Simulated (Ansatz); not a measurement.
# BSiH3 (triplet): wave-function methods side by side at distance B1–H4 along a hydrogen transfer = 1.336 Å, cc-pVTZ

How much of the correlation energy of BSiH3 (triplet) does each wave-function method recover here?

Method: cc-pVTZ, core rule «outside noble gas», up to 6 orbitals frozen; program: Ansatz 0.2.0, Gaussian basis.

The runs, in order: UHF; CCSD(T) on ROHF; CCSD(T) on UHF; BCCD(T) on ROHF; CISD; CCSDT(Q) on ROHF; CCSDT(Q) on UHF; CASSCF and NEVPT2, 4 electrons in 4 orbitals.

4 further runs of the same task are left out: 4 for a known fault of the program.

## Step 1: What is computed

The geometry derives from fragments relaxed apart (PBE0/def2-TZVP) and kept rigid, so it is no stationary point. A hydrogen atom is moved between rigid fragments.

5 atoms, charge 0, spin multiplicity 3.

Atoms are counted from 1 here; the program's logs count them from 0.

Bond lengths: B1–H2 1.193 Å, B1–H3 1.193 Å, B1–H4 1.336 Å, H4–Si5 1.629 Å. Angles: H2–B1–H3 120.0°, H2–B1–H4 120.0°, H3–B1–H4 120.0°, B1–H4–Si5 180.0°.

## Step 2: UHF

in.yaml

```yaml
crystal:
  periodic: [false, false, false]
  atoms:
    - {symbol: B, position_ang: [-1.989898, 0.000000, 0.000000]}
    - {symbol: H, position_ang: [-2.586632, 1.033571, 0.000000]}
    - {symbol: H, position_ang: [-2.586632, -1.033571, 0.000000]}
    - {symbol: H, position_ang: [-0.653898, 0.000000, 0.000000]}
    - {symbol: Si, position_ang: [0.975102, 0.000000, 0.000000]}
basis:
  gaussian: {orbitals: cc-pVTZ}
magnetization: {spin_polarized: true, initial_magnetization: 2}
hamiltonian: {xc: hf}
output: {orbitals: {seedname: orbitals}}
```

Run with:

```bash
$ ansatz run in.yaml --threads 1 --pin off --events-out ev --progress --plain --max-ram 2816MiB --backend cpu
```

After this run come: CCSD(T) on ROHF; CCSD(T) on UHF; BCCD(T) on ROHF; CISD; CCSDT(Q) on ROHF; CCSDT(Q) on UHF; CASSCF and NEVPT2, 4 electrons in 4 orbitals.

Before running them: what should the planned runs give, taken together? Wanted: UCCSDT(Q) below the RHF energy; RMP2 from UCCSDT(Q); UMP2 from UCCSDT(Q); RCCSD from UCCSDT(Q); RCCSD(T) from UCCSDT(Q); UCCSD(T) from UCCSDT(Q); RCCSDT(Q) from UCCSDT(Q); T1 diagnostic.

As calculated:

| quantity | value |
| --- | --- |
| UCCSDT(Q) below the RHF energy | -6.4783 eV |
| RMP2 from UCCSDT(Q) | +30.36 kcal/mol |
| UMP2 from UCCSDT(Q) | +31.42 kcal/mol |
| RCCSD from UCCSDT(Q) | +6.59 kcal/mol |
| RCCSD(T) from UCCSDT(Q) | +1.38 kcal/mol |
| UCCSD(T) from UCCSDT(Q) | +1.39 kcal/mol |
| RCCSDT(Q) from UCCSDT(Q) | +0.07 kcal/mol |
| levels within 1 kcal/mol (43 meV) | RCCSDT, UCCSDT, RCCSDT(Q) |
| T1 diagnostic | 0.034 |

RCCSD(T) misses by +1.38 kcal/mol, 0.9 % of the correlation energy. These misses are within one basis, not against nature; the frozen cores of restricted and unrestricted runs differ, which can shift their rows.
